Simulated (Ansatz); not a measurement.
## C₄H₁₀, singlet in 6-31G*: errors against RCCSDT(Q)

Geometry: MP2(full)/6-31G*, from the G2/97 set.

```xyz
14

C     0.7026    1.8209    0.0000
C     0.7026    0.2963    0.0000
C    -0.7026   -0.2963    0.0000
C    -0.7026   -1.8209    0.0000
H     1.7198    2.2223    0.0000
H    -1.7198   -2.2223    0.0000
H     0.1882    2.2104    0.8836
H     0.1882    2.2104   -0.8836
H    -0.1882   -2.2104    0.8836
H    -0.1882   -2.2104   -0.8836
H     1.2477   -0.0727   -0.8776
H     1.2477   -0.0727    0.8776
H    -1.2477    0.0727   -0.8776
H    -1.2477    0.0727    0.8776
```

Basis 6-31G* (Cartesian d functions); Ansatz 0.2.0. Only valence electrons are correlated (noble-gas cores frozen), which leaves 26 electrons in 76 orbitals. Prefix R: restricted or restricted open-shell reference. Active spaces: frontier = (8e, 8o) about the gap.

Full CI isn't at hand for all of this; RCCSDT(Q) serves as the reference, and is uncertain by about the last step of the cluster series.

The UHF ⟨S²⟩ is 0.000 and the T1 diagnostic (RCCSD) is 0.0077. The largest doubles amplitude (RCCSD) is 0.020.

Problem. From what is known of these methods and the diagnostics, rank them by the size of their error in total energy against RCCSDT(Q) in 6-31G*, smallest first (an estimate: the text doesn't fix the numbers).
A. RCCSDT
B. CASSCF (frontier space)
C. RCCSD(T)
D. RHF
E. RMP2

Solution. A (1.7 kJ/mol), C (4.4 kJ/mol), E (193.0 kJ/mol), B (1380.2 kJ/mol), D (1579.6 kJ/mol).

All errors are against RCCSDT(Q) in 6-31G*. Within each family the higher level lies nearer, as is usual though not guaranteed.

Atomization energy (electronic, same basis, no zero-point term; atoms at the same level, unrestricted beside the R rows where the molecule is a closed shell, with restricted open-shell steps beyond CCSDT(Q)) at RCCSDT(Q): 5001.7 kJ/mol. Errors of other levels:

| level | error (kJ/mol) |
| --- | --- |
| RHF | -821.6 |
| RMP2 | 17.7 |
| CISD | -246.5 |
| RCCSD | -33.1 |
| RCCSD(T) | -1.3 |
| BCCD(T) | -0.4 |
| RCCSDT | -1.5 |

This basis is far from its limit, so the value isn't to be set against a measured one. Truncated CI isn't size-consistent, which counts against it in atomization.
